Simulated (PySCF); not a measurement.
Species, as SMILES: C#C (C2H2).
Geometry (B3LYP-D3(BJ)/def2-TZVP, fixed):
```xyz
4

C      0.0000     0.0000    -0.5984
C      0.0000     0.0000     0.5984
H      0.0000     0.0000     1.6611
H      0.0000     0.0000    -1.6611
```

Basis-set convergence of the isotropic shielding of H3 at PBE0 with PySCF. GIAO, no density fitting; atoms are numbered in the order shown. All functions are spherical. No added dispersion term, no relativity. Reference: the value in pcseg-3, 30.29 ppm, itself unsure by roughly 0.04 ppm (its distance from pcSseg-2). Deviations are taken from unrounded values.

```
basis        functions  isotropic shielding of H3 (ppm)
-----------  ---------  -------------------------------
6-31G*              32                            30.97
6-31+G*             40                            30.80
cc-pVDZ             38                            30.39
aug-cc-pVDZ         64                            30.40
def2-SVP            38                            30.56
def2-SVPD           56                            30.37
pcseg-1             38                            30.27
aug-pcseg-1         64                            30.30
6-311G**            48                            30.69
6-311+G**           56                            30.61
def2-TZVP           74                            30.50
def2-TZVPD          92                            30.51
cc-pVTZ             88                            30.40
aug-cc-pVTZ        138                            30.35
pcseg-2             88                            30.38
aug-pcseg-2        138                            30.35
def2-TZVPP          90                            30.36
def2-TZVPPD        108                            30.35
def2-QZVPP         174                            30.32
def2-QZVPPD        192                            30.32
```

What the diffuse functions change, pair by pair:
- 6-31G* to 6-31+G*: 8 more functions, deviation 0.68 to 0.51 ppm
- cc-pVDZ to aug-cc-pVDZ: 26 more functions, deviation 0.09 to 0.11 ppm
- def2-SVP to def2-SVPD: 18 more functions, deviation 0.27 to 0.08 ppm
- pcseg-1 to aug-pcseg-1: 26 more functions, deviation -0.02 to 0.01 ppm
- 6-311G** to 6-311+G**: 8 more functions, deviation 0.40 to 0.32 ppm
- def2-TZVP to def2-TZVPD: 18 more functions, deviation 0.21 to 0.22 ppm
- cc-pVTZ to aug-cc-pVTZ: 50 more functions, deviation 0.11 to 0.06 ppm
- pcseg-2 to aug-pcseg-2: 50 more functions, deviation 0.09 to 0.06 ppm
- def2-TZVPP to def2-TZVPPD: 18 more functions, deviation 0.07 to 0.06 ppm
- def2-QZVPP to def2-QZVPPD: 18 more functions, deviation 0.03 to 0.03 ppm

They bring the value nearer the reference by more than 0.04 ppm in 4 of 10 pairs.
